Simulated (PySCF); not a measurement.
hydronium and hydrogen fluoride

Made of hydronium and hydrogen fluoride. The whole: charge +1, singlet.

```csv
part,name,SMILES,atoms,charge,multiplicity
1,hydronium,[OH3+],1–4,+1,1
2,hydrogen fluoride,F,5–6,0,1
```

Coordinates in Å:
```
O1     -0.0400   -0.0674    0.1896
H2     -0.5706    0.6499   -0.2019
H3      0.1570   -0.8200   -0.4780
H4      0.7687    0.2854    0.6034
F5      0.4973   -1.8184   -1.4756
H6      0.2263   -2.7113   -1.5086
```

In these coordinates H3···F5 is 1.452 Å. Part 2 is then moved rigidly along that line, all else held; at short range other atoms may come into contact.

The starting structure comes from a short search with a few starts; no frequency run checks that it is a minimum, and another way of binding may lie lower.

These are computed values: CCSD(T)/aug-cc-pVDZ and MP2/aug-cc-pVTZ, aug-cc-pVQZ counterpoise interaction energy, frozen core, gas phase (PySCF 2.14.0). Geometry: PBE0-D3(BJ)/def2-TZVPD.

Counterpoise energies in kcal/mol, cluster less the parts frozen as they stand in it; small is aug-cc-pVDZ, large aug-cc-pVQZ. Estimated limit: HF in aug-cc-pVQZ, MP2 correlation extrapolated as X⁻³ from aug-cc-pVTZ and aug-cc-pVQZ, and CCSD(T) less MP2 in aug-cc-pVDZ; it isn't the exact limit.

Results

| H3···F5 (Å) | HF large | MP2 large | SCS-MP2 large | CCSD(T) small | CCSD(T) limit est. |
| --- | --- | --- | --- | --- | --- |
| 1.307 | -15.68 | -17.57 | -16.52 | -15.05 | -17.57 |
| 1.379 | -17.21 | -18.95 | -18.02 | -16.91 | -18.95 |
| 1.452 | -17.91 | -19.47 | -18.66 | -17.83 | -19.48 |
| 1.525 | -18.04 | -19.41 | -18.70 | -18.09 | -19.43 |
| 1.597 | -17.80 | -18.98 | -18.36 | -17.91 | -19.00 |
| 1.815 | -15.92 | -16.60 | -16.20 | -16.01 | -16.63 |
| 2.178 | -12.15 | -12.30 | -12.10 | -12.06 | -12.30 |
| 2.904 | -7.19 | -7.00 | -6.94 | -6.86 | -6.97 |

The 8 runs took 5.9 min in all, one thread each of Arm Neoverse N1 on a shared host, launched as `OMP_NUM_THREADS=1 python cluster_run.py task.json out`.
